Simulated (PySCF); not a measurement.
Removing an electron from `C=CS(C)(=O)=O`

C3H6O2S.
Numbering: `[CH2:1]=[CH:2][S:3]([CH3:4])(=[O:5])=[O:6]` (hydrogens: H7, H8 on C1; H9 on C2; H10, H11, H12 on C4)

Structure used (PBE0-D3(BJ)/def2-SVP), in Å, numbered top down from 1:
```
atom  x, y, z in Å
C1     1.9776   -0.0791    0.7533
C2     1.0901    0.1906   -0.1978
S3    -0.5511    0.6979    0.2604
C4    -1.5877   -0.6312   -0.3249
O5    -0.6357    0.7109    1.7188
O6    -0.8670    1.8854   -0.5266
H7     3.0143   -0.3290    0.5119
H8     1.6758   -0.0375    1.8047
H9     1.2958    0.2039   -1.2721
H10   -1.4724   -0.7343   -1.4113
H11   -1.3260   -1.5551    0.2057
H12   -2.6137   -0.3225   -0.0808
```

Level: B3LYP/def2-SVPD (PySCF). Frontier orbitals with their largest atomic shares (Löwdin; up to four atoms above 4 %):

```tsv
orbital	ε (eV)	main atoms
HOMO−3	-9.14	O5 31 %, O6 24 %, C2 15 %, C1 12 %
HOMO−2	-8.85	O5 31 %, C2 18 %, C1 17 %, O6 15 %
HOMO−1	-8.47	O6 39 %, O5 34 %, C2 7 %, S3 7 %
HOMO	-8.23	?
LUMO	-1.57	C1 39 %, C2 31 %, S3 7 %, H7 6 %
LUMO+1	0.02	S3 26 %, C4 13 %, H10 11 %, C1 10 %
LUMO+2	0.70	S3 26 %, H7 17 %, C1 13 %, H12 9 %
```

Task: What vertical ionisation energy does ΔSCF give, and how far is −ε(HOMO) from it?

Result: ΔSCF: 10.45 eV (1009 kJ/mol; threshold wavelength 119 nm); ⟨S²⟩ of the doublet left behind is 0.757, against 0.75 for a pure doublet. −ε(HOMO) is 8.23 eV, 2.22 eV below it. In exact Kohn–Sham theory the two would be equal; B3LYP (global hybrid, 20 % exact exchange) falls short of its own ΔSCF value by 21 %.

Task: On which atoms does the HOMO lie?

Result: O6 (sulfonyl oxygen) 36 %, O5 (sulfonyl oxygen) 21 %, C2 (alkene CH carbon) 13 %, S3 (sulfonyl sulfur) 9 %, so no atom holds as much as 40 %. The HOMO−1 lies 0.24 eV lower.

Task: And the vertical electron affinity, the fundamental gap, Mulliken's electronegativity and the hardness (with the factor ½)?

Result: EA = -0.56 eV by ΔSCF (−ε(LUMO) = 1.57 eV); a negative value means that the added electron isn't bound at this geometry and level, and the number then depends on the basis. IE − EA = 11.01 eV against an orbital gap of 6.66 eV; (IE + EA)/2 = 4.94 eV; (IE − EA)/2 = 5.50 eV.

Task: How many of the 10 lowest singlet excitations (vertical TDDFT, same level) lie below the ionisation energy?

Result: All 10; they run from 5.61 to 8.23 eV.

Task: With α = 65.2 au, estimate the like-pair dispersion coefficient by London's formula C6 = (3/4)α²I.

Result: I = 0.3842 Eh, so C6 ≈ 1220 au, a rough estimate.

Task: Shift the occupied levels rigidly so that −ε(HOMO) equals the ΔSCF value. What binding energies result?

Result: The shift is +2.22 eV: HOMO 10.45, HOMO−1 10.69, HOMO−2 11.07, HOMO−3 11.36 eV. A rigid shift is only a rough guide to the deeper ionisations.

Geometry: PBE0-D3(BJ)/def2-SVP, one conformer, isolated molecule.

These values come from a run that also computed excited states and ΔSCF ions. Hardware: one thread of an Arm Neoverse V2, on a shared host. Cost: 2.3 min of wall time.
